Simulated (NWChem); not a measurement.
System: carbon disulfide (CS$_{2}$); SMILES S=C=S

Input file for NWChem:

```
start job
memory heap 200 mb stack 900 mb global 1100 mb
geometry units angstroms noautosym nocenter noautoz
  S     -1.561813     0.057342     0.017243
  C      0.000009     0.000204     0.000000
  S      1.561824    -0.057210    -0.017243
end
basis spherical
  * library 6-31+g*
end
dft
  xc xwpbe 0.80 cpbe96 1.0 hfexch 1.00
  cam 0.2 cam_alpha 0.2 cam_beta 0.8
  iterations 150
end
tddft
  nroots 8
end
task tddft energy
```

Excerpt of the output:

```
             Northwest Computational Chemistry Package (NWChem) 7.3.0
             --------------------------------------------------------

                             Geometry "geometry" -> ""
                             -------------------------

 Output coordinates in angstroms (scale by  1.889725989 to convert to a.u.)

  No.       Tag          Charge          X              Y              Z
 ---- ---------------- ---------- -------------- -------------- --------------
    1 S                   16.0000    -1.56181300     0.05734200     0.01724300
    2 C                    6.0000     0.00000900     0.00020400     0.00000000
    3 S                   16.0000     1.56182400    -0.05721000    -0.01724300

 Effective nuclear repulsion energy (a.u.)     108.3433616810

  pbe96 is a nonlocal functional; adding pw91lda local functional.

                                 NWChem DFT Module
                                 -----------------

 Summary of "ao basis" -> "ao basis" (spherical)
 ------------------------------------------------------------------------------
       Tag                 Description            Shells   Functions and Types
 ---------------- ------------------------------  ------  ---------------------
 S                          6-31+g*                 10       22   5s4p1d
 C                          6-31+g*                  8       18   4s3p1d

            General Information
            -------------------
          SCF calculation type: DFT
          Wavefunction type:  closed shell.
          No. of atoms     :     3
          No. of electrons :    38
           Alpha electrons :    19
            Beta electrons :    19
          Charge           :     0
          Spin multiplicity:     1
          Use of symmetry is: off; symmetry adaption is: off
          Maximum number of iterations: 150
          AO basis - number of functions:    62
                     number of shells:    28
          Convergence on energy requested:  1.00D-06
          Convergence on density requested:  1.00D-05
          Convergence on gradient requested:  5.00D-04

              XC Information
              --------------
                     Hartree-Fock (Exact) Exchange  1.000
                     LC-wPBE(h)Exchange Functional  0.800
            Perdew 1991 LDA Correlation Functional  1.000 local
           PerdewBurkeErnz. Correlation Functional  1.000 non-local

[...]

                                NWChem TDDFT Module
                                -------------------

            General Information
            -------------------
           No. of orbitals :     124
            Alpha orbitals :      62
             Beta orbitals :      62
        Alpha frozen cores :       0
         Beta frozen cores :       0
     Alpha frozen virtuals :       0
      Beta frozen virtuals :       0
         Spin multiplicity :       1
    Number of AO functions :      62
        Use of symmetry is : off
      Symmetry adaption is : off
         Schwarz screening :  0.10D-07

              XC Information
              --------------
              Hartree-Fock (Exact) Exchange   1.00
              LC-wPBE(h)Exchange Functional   0.80
     Perdew 1991 LDA Correlation Functional   1.00 local
    PerdewBurkeErnz. Correlation Functional   1.00 non-local
           Alpha           :  0.20
           Beta            :  0.80
           Gamma           :  0.20

             TDDFT Information
             -----------------
          Calculation type : TDDFT
         Wavefunction type : Restricted singlets & triplets
          No. of electrons :      38
           Alpha electrons :      19
            Beta electrons :      19
              No. of roots :       8
          Max subspacesize :    5600
            Max iterations :     100
               Target root :       1
           Target symmetry : none
      Symmetry restriction : off
                 Algorithm : Optimal
        Davidson threshold :  0.10D-03

    8 smallest eigenvalue differences (eV)
--------------------------------------------------------
  No. Spin  Occ  Vir  Irrep   E(Occ)    E(Vir)   E(Diff)
--------------------------------------------------------
    1    1   19   20 a        -0.354    -0.018     9.138
    2    1   18   20 a        -0.354    -0.018     9.138
    3    1   19   21 a        -0.354    -0.018     9.138
    4    1   18   21 a        -0.354    -0.018     9.138
    5    1   19   22 a        -0.354     0.057    11.185
    6    1   18   22 a        -0.354     0.057    11.185
    7    1   19   23 a        -0.354     0.076    11.695
    8    1   18   23 a        -0.354     0.076    11.695
--------------------------------------------------------

  Entering Davidson iterations
  Restricted singlet excited states

  Iter   NTrls   NConv    DeltaV     DeltaE      Time
  ----  ------  ------  ---------  ---------  ---------
    1      8       0     0.32E+00   0.10+100        2.3
    2     24       0     0.58E-01   0.33E-01        3.1
    3     40       0     0.15E-01   0.32E-02        3.1
    4     56       1     0.25E-02   0.14E-03        3.1
    5     70       5     0.54E-03   0.38E-05        2.9
    6     76       8     0.93E-04   0.97E-07        2.1
  ----  ------  ------  ---------  ---------  ---------
  Convergence criterion met

  Ground state a        -834.134250937702 a.u.

  ----------------------------------------------------------------------------
  Root   1 singlet a              0.140863624 a.u.                3.8331 eV
  ----------------------------------------------------------------------------
     Transition Moments    X -0.00000   Y -0.00000   Z -0.00000
     Dipole Oscillator Strength                    0.0000000000
     Electric Quadrupole                           0.0000000000
     Magnetic Dipole                               0.0000000000
     Total Oscillator Strength                     0.0000000000

[...]
```

Level: LRC-wPBEh/6-31+G* (spherical d), full TDDFT. Coordinates come from a B3LYP/6-31G* (spherical d) optimisation.
